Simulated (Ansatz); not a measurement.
## A barrier at the coupled-cluster level

Start structure (CH$_{6}$Si, closed shell), relaxed at PBE0-D4/def2-TZVP:

Si1  (-1.106, -0.107, 0.352)
C2  (0.643, 0.668, 0.340)
H3  (-0.629, -1.796, 0.006)
H4  (-0.380, -1.486, -0.699)
H5  (-1.468, 0.094, -1.112)
H6  (1.235, 0.323, 1.191)
H7  (0.478, 1.742, 0.497)
H8  (1.227, 0.563, -0.574)
(Å)

The step: CH₄Si ([CH3][SiH]) + H₂ → CH₆Si ([CH3][SiH3]); bonds formed: Si1–H3, Si1–H4; bonds broken: H3–H4. Ansatz 0.2.0; basis: def2-TZVPP and def2-QZVPP; cores frozen in the correlated methods. Extrapolation: Hartree–Fock as exp(−7.88 √X), correlation as X^−2.97. Energies below are by CCSD(T) at an estimated basis limit (MP2 extrapolated from triple and quadruple zeta, plus CCSD(T) − MP2 in triple zeta).

**Question.** What are the electronic barrier and the energy of the step, from the start structure to the end structure? (An estimate is asked for; the value comes from the calculation.)

**Answer.** Computed: Barrier 0.260 eV; step energy -2.514 eV (downhill); reverse barrier, their difference, 2.774 eV. Barrier and step energy count from the start structure, the reverse barrier from the end structure.

The saddle point: One imaginary mode of 1043i cm⁻¹.
| pair | start (Å) | saddle (Å) | end (Å) |
| --- | --- | --- | --- |
| Si1–H3 | 1.79 | 1.54 | 1.49 |
| Si1–H4 | 1.88 | 1.66 | 1.49 |
| H3–H4 | 0.81 | 1.09 | 2.41 |

Zero-point energy (harmonic, PBE0-D4): ZPE is 1.594 eV at the start and 1.552 eV at the saddle, so the barrier goes from 0.260 to 0.218 eV.

No T1 diagnostic of these runs exceeds 0.013. The restricted Hartree–Fock reference is unstable towards an unrestricted one at one or more of these structures.

Losses and insertions of silylenes and their heavier kin drive the gas-phase chemistry of silicon and germanium vapour deposition.

Labels in which every atom is bracketed show which atoms are joined, not bond orders.

For scale, one of the runs: CCSD(T)/def2-TZVPP, 157 basis functions, launched by `ansatz run in.yaml --threads 2 --pin off --events-out ev --progress --plain --max-ram 4352MiB`. Hardware: 2 CPU threads of an Arm Neoverse V1, shared host. Wall time 9.5 s; peak host memory 1 GiB.
